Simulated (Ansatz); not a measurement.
**SiHO2 (doublet): wave-function methods side by side at a displaced geometry (v2), cc-pVDZ**

Aim: climb from Hartree-Fock through coupled cluster for SiHO2 (doublet) at one geometry and basis, and see what each rung misses.

Method: cc-pVDZ, core rule «outside noble gas», up to 7 orbitals frozen; program: Ansatz 0.2.0, Gaussian basis.

Plan: UHF; CCSD(T) on ROHF; CCSD(T) on UHF; BCCD(T) on ROHF; CISD; CCSDT(Q) on ROHF; CCSDT(Q) on UHF.

16 further runs of the same task are left out: 3 for a known fault of the program, 4 that didn't finish, 9 set aside as unsound or not needed.

**1. The system**

The geometry is a PBE0/def2-TZVP stationary point (not a proven minimum) with its atoms shifted at random (size 0.100 Å).

4 atoms, charge 0, spin multiplicity 2.

Atoms are counted from 1 here; the program's logs count them from 0.

Bond lengths: O1–Si3 1.635 Å, O1–H4 0.888 Å, O2–Si3 1.537 Å. Angles: Si3–O1–H4 119.6°, O1–Si3–O2 125.5°.

Geometry (Å):

```xyz
4

O     0.0838    0.2100    1.4297
O    -0.0810    0.4252   -1.3785
Si   -0.0044   -0.4010   -0.0847
H     0.0787    1.0903    1.5485
```

**2. UHF**

Input file in.yaml:

```yaml
crystal:
  periodic: [false, false, false]
  atoms:
    - {symbol: O, position_ang: [0.083836, 0.210030, 1.429665]}
    - {symbol: O, position_ang: [-0.081038, 0.425173, -1.378521]}
    - {symbol: Si, position_ang: [-0.004418, -0.400984, -0.084707]}
    - {symbol: H, position_ang: [0.078691, 1.090311, 1.548461]}
basis:
  gaussian: {orbitals: cc-pVDZ}
magnetization: {spin_polarized: true, initial_magnetization: 1}
hamiltonian: {xc: hf}
output: {orbitals: {seedname: orbitals}}
```

Command:

```
$ ansatz run in.yaml --threads 1 --pin off --events-out ev --progress --plain --max-ram 2393MiB
```

The runs that follow: CCSD(T) on ROHF; CCSD(T) on UHF; BCCD(T) on ROHF; CISD; CCSDT(Q) on ROHF; CCSDT(Q) on UHF.

Q: Predict the results of all the runs planned. Wanted: UCCSDT(Q) below the RHF energy; RMP2 from UCCSDT(Q); UMP2 from UCCSDT(Q); RCCSD from UCCSDT(Q); RCCSD(T) from UCCSDT(Q); UCCSD(T) from UCCSDT(Q); RCCSDT(Q) from UCCSDT(Q); T1 diagnostic.

As calculated:

| quantity | value |
| --- | --- |
| UCCSDT(Q) below the RHF energy | -13.0421 eV |
| RMP2 from UCCSDT(Q) | +667.4 meV |
| UMP2 from UCCSDT(Q) | +682.0 meV |
| RCCSD from UCCSDT(Q) | +488.7 meV |
| RCCSD(T) from UCCSDT(Q) | +84.6 meV |
| UCCSD(T) from UCCSDT(Q) | +87.8 meV |
| RCCSDT(Q) from UCCSDT(Q) | +13.9 meV |
| levels within 1 kcal/mol (43 meV) | RCCSDT(Q) |
| T1 diagnostic | 0.035 |

**Reading.** RCCSD(T) misses by +84.6 meV, 0.6 % of the correlation energy. These misses are within one basis, not against nature; the frozen cores of restricted and unrestricted runs differ, which can shift their rows.
